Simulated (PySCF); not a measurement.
Compound: C₂H₇B.
SMILES: `BCC`

The closed-shell ground state was solved at several levels (PySCF, density fitting, gas phase, non-relativistic). The structure is a single PBE0-D3(BJ)/def2-SVP conformer in the gas phase; no vibrational or solvent corrections.

```tsv
level	basis functions	total energy (Eh)	HOMO (eV)	LUMO (eV)	gap (eV)	dipole (D)
PBE0/pcSseg-1	86	-105.0915	-8.81	-1.26	7.55	0.67
wB97X-D/def2-SVPD	116	-105.1461	-10.72	0.72	11.44	0.68
B3LYP/pcJ-1	151	-105.2690	-8.62	-1.51	7.11	0.66
```

Q: What might mPW1PW91/pcSseg-2 (206 basis functions) give for the same quantities?

A: Total energy -105.2627 Eh, HOMO -8.81 eV, LUMO -1.28 eV, gap 7.53 eV, dipole 0.70 D.

Q: Over all these levels, which gives the widest orbital gap and which the narrowest?

A: wB97X-D/def2-SVPD (range-separated hybrid) has the widest, 11.44 eV, and B3LYP/pcJ-1 (global hybrid, 20 % exact exchange) the narrowest, 7.11 eV. Functional and basis both differ between the two, so the spread mixes both effects.

Q: How far do the dipole and the HOMO energy spread over the levels?

A: The dipole runs from 0.66 to 0.70 D (mean 0.68 D) and the HOMO from -10.72 to -8.62 eV.

wB97X-D is run here without its empirical dispersion term; that term would change no orbital, density or response property at a fixed geometry.
